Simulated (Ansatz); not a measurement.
## BHSCl (SMILES S[B]Cl): methods side by side

The species is BHSCl (4 atoms), meant as a doublet with charge 0. SMILES: `S[B]Cl`. Geometry: relaxed at PBE0-D4/def2-TZVP.

| atom | x (Å) | y (Å) | z (Å) |
| --- | --- | --- | --- |
| S | 0.5664 | -0.7891 | 0.5314 |
| B | -0.2996 | 0.4757 | -0.3458 |
| Cl | -2.0141 | 0.6160 | -0.4273 |
| H | 1.8029 | -0.3629 | 0.2214 |

Each level gives the energy change with the S1–B2 bond stretched from 1.766 to 4.415 Å (eV). The values are calculated.

| level | kind | program | value (eV) | less FCI/STO-3G |
| --- | --- | --- | --- | --- |
| U-revPBE/STO-3G | GGA | Ansatz | 4.70 | +0.91 |
| U-r2SCAN0/STO-3G | hybrid meta-GGA | Ansatz | 4.83 | +1.04 |
| UBHLYP/STO-3G | global hybrid | Ansatz | 4.39 | +0.60 |
| UHSE06/STO-3G | range-separated hybrid | Ansatz | 4.82 | +1.03 |
| RPA@PBE/STO-3G | RPA | Ansatz | 3.18 | -0.61 |
| UMP2/STO-3G | perturbation theory | Ansatz | 4.21 | +0.42 |
| UCCSD(T)/STO-3G | coupled cluster or CI | Ansatz | 3.79 | 0.00 |
| FCI/STO-3G | exact in the basis | Ansatz | 3.79 | 0.00 |

FCI/STO-3G is exact within its basis and frozen core, so for wave-function methods in that basis the difference is their error; functionals converge differently with the basis, so for them it is only a difference. The first shape isn't each level's own minimum. The values span 3.18 to 4.83 eV. Spin contamination of the reference (⟨S²⟩ at least 0.1 too high) touches U-r2SCAN0/STO-3G, UMP2/STO-3G, UCCSD(T)/STO-3G. All rows use very small basis sets, so even the best lies far from the true value.
